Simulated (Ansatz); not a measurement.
Mulliken charges of ClNa from PBE/def2-TZVPP in Ansatz (PBE0-D4/def2-TZVP geometry).

```json
{"atom": "Na1", "x (Å)": "0.000", "y (Å)": "0.000", "z (Å)": "-1.435", "charge (e)": "0.633"}
{"atom": "Cl2", "x (Å)": "0.000", "y (Å)": "0.000", "z (Å)": "0.923", "charge (e)": "-0.633"}
```

Problem. By hand: the dipole of these point charges (1 e Å = 4.8032 D).

Solution. Σ q r = (0.000, 0.000, -1.493) e Å, of length 1.493 e Å = 7.17 D.

Problem. How does the dipole of the full density compare? (An estimate is asked.)

Solution. Computed: (0.000, 0.000, -1.738) e Å, 8.35 D; the point charges give 0.86 times that, at 0° from its direction.

Point charges leave out the atoms' own dipoles, such as those of lone pairs, and Mulliken's split depends on the basis, so the close match here is no proof of good charges.
